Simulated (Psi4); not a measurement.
**SiPH4 (SMILES [SiH2]P): UHF/3-21G**

What is the energy change on altering one bond length of SiPH4 at UHF/3-21G? 

The calculation is run with Psi4 1.11.

### Step 1. The structure to begin with

SiPH4 has 6 atoms, charge 0, and is taken as a doublet. SMILES: `[SiH2]P`. The coordinates come from a GFN2-xTB relaxation. This is one conformer, not always the lowest.

Bond lengths: Si1–P2 2.220 Å, Si1–H3 1.467 Å, Si1–H4 1.466 Å, P2–H5 1.384 Å, P2–H6 1.384 Å. Angles: Si1–P2–H5 96.4°, Si1–P2–H6 96.4°, P2–Si1–H3 109.7°, P2–Si1–H4 109.7°, H5–P2–H6 92.6°, H3–Si1–H4 109.1°.

### Step 2. Energy and gradient at UHF/3-21G

The input, job.inp:

```
memory 1600 mb

molecule system {
  0 2
  Si
  P 1 R2
  H 1 R3 2 A3
  H 1 R4 3 A4 2 D4
  H 2 R5 1 A5 4 D5
  H 2 R6 5 A6 1 D6

  R2 = 2.21961
  R3 = 1.4665
  A3 = 109.73048
  R4 = 1.466478
  A4 = 109.14001
  D4 = -120.27962
  R5 = 1.384327
  A5 = 96.40713
  D5 = -73.69386
  R6 = 1.384371
  A6 = 92.61215
  D6 = 96.73827
  symmetry c1
}

set basis 3-21G
set reference uhf
set puream true
set e_convergence 1e-09
set d_convergence 1e-08
set scf_type pk
set maxiter 200

e = gradient("scf")
print_variables()
```

Launch:

```bash
$ psi4 job.inp job.out -n 1
```

job.out:

```text
[...]
  Running in c1 symmetry.
[...]
  Nuclear repulsion =   83.322966104473281
[...]
  Multiplicity = 2
[...]
  Nalpha       = 17
  Nbeta        = 16
[...]
    Number of basis functions: 34
[...]
   @UHF iter   1:  -628.62550056831321   -4.44691e-01   4.48675e-03 ADIIS/DIIS
[...]
   @UHF iter  14:  -628.65615160924256   -1.25056e-12   5.46391e-09 DIIS
[...]
   @S^2 Observed:                7.546408029E-01
[...]
    Orbital Energies [Eh]
    ---------------------
    Alpha Occupied:
       1A    -79.380205     2A    -68.303743     3A     -7.457283
       4A     -6.120669     5A     -5.341250     6A     -5.340894
       7A     -5.339280     8A     -4.221092     9A     -4.213616
      10A     -4.213203    11A     -0.898864    12A     -0.718971
      13A     -0.549559    14A     -0.488556    15A     -0.462974
      16A     -0.420021    17A     -0.311556
    Alpha Virtual:
      18A      0.131667    19A      0.164782    20A      0.195940
      21A      0.221387    22A      0.244219    23A      0.430776
      24A      0.469852    25A      0.474803    26A      0.532753
[...]
  @UHF Final Energy:  -628.65615160924256
   => Energetics <=
    Nuclear Repulsion Energy =             83.3229661044732808
    One-Electron Energy =               -1036.8776256382393512
    Two-Electron Energy =                 324.8985079245235283
    Total Energy =                       -628.6561516092425563
  UHF NO Occupations:
  HONO-2 :   15  A 1.9994980
  HONO-1 :   16  A 1.9989241
[...]
 Multipole Moments:
 ------------------------------------------------------------------------------------
     Multipole            Electronic (a.u.)      Nuclear  (a.u.)        Total (a.u.)
 ------------------------------------------------------------------------------------
 L = 1.  Multiply by 2.5417464519 to convert [e a0] to [Debye]
 Dipole X            :         -0.0453452           -0.3951874           -0.4405325
 Dipole Y            :         -0.0350876           -0.2170299           -0.2521175
 Dipole Z            :          1.4863797           -1.8037667           -0.3173870
 Magnitude           :                                                    0.5986373
[...]
  -Total Gradient:
     Atom            X                  Y                   Z
    ------   -----------------  -----------------  -----------------
       1        0.002295740340     0.001341258132     0.025804311889
       2       -0.009842454433    -0.005634973364    -0.022003133411
       3        0.000784289821    -0.007901292431     0.003236234074
       4       -0.006445735816     0.004632847485     0.003251889295
       5       -0.001044955188     0.017186694676    -0.005159250614
       6        0.014253115275    -0.009624534499    -0.005130051225
[...]
```

Wall time 1.9 s (1 thread of Intel Xeon 6975P-C (Granite Rapids), shared host); peak memory 0.18 GiB.

### Step 3. The distorted shape: the energy at UHF/3-21G

The input, job.py:

```python
import psi4

psi4.set_memory(1600000000)
psi4.set_num_threads(1)
psi4.set_output_file('output.dat', False)

molecule = psi4.geometry("""
0 2
Si     0.196884    -1.309585    -0.141697
P     -0.338670     1.170000     0.142220
H     -0.230756    -2.048165     1.050883
H     -0.509396    -1.837775    -1.313337
H      0.434680     1.617150    -0.915300
H      0.656850     1.437980     1.066130
symmetry c1
no_reorient
no_com
""")

options = {'reference': 'uhf', 'puream': True, 'e_convergence': 1e-09, 'd_convergence': 1e-08, 'scf_type': 'pk', 'maxiter': 200}
psi4.set_options(options)

result = psi4.energy('scf/3-21G', molecule=molecule)
print('E =', round(result, 9))
```

Launch:

```bash
$ python job.py
```

output.dat:

```text
[...]
  Running in c1 symmetry.
[...]
  Nuclear repulsion =   75.761798663899327
[...]
  Multiplicity = 2
[...]
  Nalpha       = 17
  Nbeta        = 16
[...]
    Number of basis functions: 34
[...]
   @UHF iter   1:  -628.62559997481060   -7.02370e-01   4.45588e-03 DIIS/ADIIS
[...]
   @UHF iter  15:  -628.65373538400502   -1.25056e-12   5.24000e-09 DIIS
[...]
   @S^2 Observed:                7.547177727E-01
[...]
    Orbital Energies [Eh]
    ---------------------
    Alpha Occupied:
       1A    -79.388820     2A    -68.320957     3A     -7.459872
       4A     -6.132199     5A     -5.343915     6A     -5.343518
       7A     -5.342110     8A     -4.232821     9A     -4.225157
      10A     -4.224076    11A     -0.866720    12A     -0.723712
      13A     -0.534337    14A     -0.497464    15A     -0.436121
      16A     -0.403002    17A     -0.316822
    Alpha Virtual:
      18A      0.085085    19A      0.163953    20A      0.201305
      21A      0.227845    22A      0.239228    23A      0.417191
      24A      0.469385    25A      0.474123    26A      0.543954
[...]
  @UHF Final Energy:  -628.65373538400502
   => Energetics <=
    Nuclear Repulsion Energy =             75.7617986638993273
    One-Electron Energy =               -1021.7353508509695530
    Two-Electron Energy =                 317.3198168030652369
    Total Energy =                       -628.6537353840050173
  UHF NO Occupations:
  HONO-2 :   15  A 1.9994321
  HONO-1 :   16  A 1.9987691
[...]
 Multipole Moments:
 ------------------------------------------------------------------------------------
     Multipole            Electronic (a.u.)      Nuclear  (a.u.)        Total (a.u.)
 ------------------------------------------------------------------------------------
 L = 1.  Multiply by 2.5417464519 to convert [e a0] to [Debye]
 Dipole X            :          4.2958516           -3.7270993            0.5687523
 Dipole Y            :          2.7137113           -3.0519077           -0.3381964
 Dipole Z            :         -0.1665320            0.0716546           -0.0948774
 Magnitude           :                                                    0.6684742
[...]
```

The script printed:

```text
E = -628.653735384
```

It took 1.5 s on 1 thread of Intel Xeon 6975P-C (Granite Rapids), shared host; peak memory 0.18 GiB.

### Step 4. Results

At UHF/3-21G:

| quantity | value |
| --- | --- |
| first shape: total energy | -628.65615 Eh |
| first shape: dipole moment | 1.52 D |
| first shape: HOMO energy (highest over α and β) | -8.48 eV |
| first shape: LUMO energy (lowest over α and β) | 0.85 eV |
| first shape: ⟨S²⟩ | 0.755 |
| first shape: largest force on an atom | 1.334 eV/Å |
| distorted shape: total energy | -628.65374 Eh |
| distorted shape: dipole moment | 1.70 D |
| distorted shape: HOMO energy (highest over α and β) | -8.62 eV |
| distorted shape: LUMO energy (lowest over α and β) | 0.55 eV |
| distorted shape: ⟨S²⟩ | 0.755 |
| energy change with the Si1–P2 bond stretched from 2.220 to 2.553 Å | 0.066 eV |

In words: With the Si1–P2 bond stretched from 2.220 to 2.553 Å the energy rises by 0.07 eV (1.5 kcal/mol). The first shape isn't relaxed at this level, so the change isn't measured from a minimum. The largest force (first shape) is 1.33 eV/Å: the shape isn't a stationary point for this species at this level.
